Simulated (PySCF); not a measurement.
## Level sweep

Dimethylphosphine, C2H7P.
SMILES: `CPC`

PySCF, dipoles from the SCF density, polarisabilities from static response with core orbitals frozen. Geometry: PBE0-D3(BJ)/def2-SVP; no solvent, vibrations or thermal averaging.

Reference dipole: 1.230 D (measured, gas; NIST CCCBDB Release 22 (SRD 101), experimental dipoles). The anisotropy is √(½[(α1 − α2)² + (α2 − α3)² + (α3 − α1)²]).

| level | μ (D) | error (%) | α (Å³) | anisotropy (Å³) |
| --- | --- | --- | --- | --- |
| LDA/def2-SVPD | 1.328 | +8.0 | 8.36 | 1.74 |
| PBE/def2-SVPD | 1.289 | +4.8 | 8.23 | 1.72 |
| B3LYP/def2-SVPD | 1.240 | +0.8 | 8.07 | 1.66 |
| PBE0/def2-SVPD | 1.322 | +7.5 | 7.99 | 1.64 |
| HF/def2-SVPD | 1.356 | +10.3 | 7.64 | 1.48 |

For the dipole, the smallest error is 0.8% (B3LYP/def2-SVPD) and the largest 10.3% (HF/def2-SVPD). The dipole runs from 1.24 D (B3LYP/def2-SVPD) to 1.36 D (HF/def2-SVPD). In one basis (def2-SVPD) the functionals order the polarisability from HF (lowest) to LDA (highest), a spread of 9%. Measured values can belong to vibrating molecules and may average over conformers; the computed ones are for one fixed geometry.
